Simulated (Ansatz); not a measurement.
We consider CsPbPO4 (Pnma, No. 62; cell taken from a computed entry), described by PBEsol (PAW; Ansatz, an electronic-structure program).

Run with plane-wave cutoff 520 eV, 4×6×4 k mesh (along the axes of the cell as run), Fermi–Dirac smearing 0.01 eV, scalar-relativistic PAW data made under PBE.

Cell (relaxed with PBEsol):

```
CsPbO4P
1.0
    9.82222     0.00000     0.00000
    0.00000     5.64631     0.00000
    0.00000     0.00000     9.10940
Cs P Pb O
4 4 4 16
Direct
  0.02369   0.75000   0.65210
  0.97631   0.25000   0.34790
  0.47631   0.25000   0.15210
  0.52369   0.75000   0.84790
  0.82980   0.75000   0.08513
  0.17020   0.25000   0.91487
  0.67020   0.25000   0.58513
  0.32980   0.75000   0.41487
  0.15807   0.75000   0.09382
  0.84193   0.25000   0.90618
  0.34193   0.25000   0.59382
  0.65807   0.75000   0.40618
  0.94122   0.75000   0.96204
  0.05878   0.25000   0.03796
  0.55878   0.25000   0.46204
  0.44122   0.75000   0.53796
  0.89608   0.75000   0.23862
  0.10392   0.25000   0.76138
  0.60392   0.25000   0.73862
  0.39608   0.75000   0.26138
  0.73916   0.97509   0.06446
  0.26084   0.02491   0.93554
  0.76084   0.02491   0.56446
  0.23916   0.97509   0.43554
  0.23916   0.52491   0.43554
  0.76084   0.47509   0.56446
  0.26084   0.47509   0.93554
  0.73916   0.52491   0.06446
```

Task: Predict the band gap, smallest direct gap on the k points sampled and Γ–Γ gap.

Result: 
- band gap: 3.99 eV
- smallest direct gap on the k points sampled: 4.02 eV
- Γ–Γ gap: 4.38 eV

Spin–orbit coupling is not included; with these elements it can move the gap by several tenths of an eV or more.

Computed values are for the static lattice.
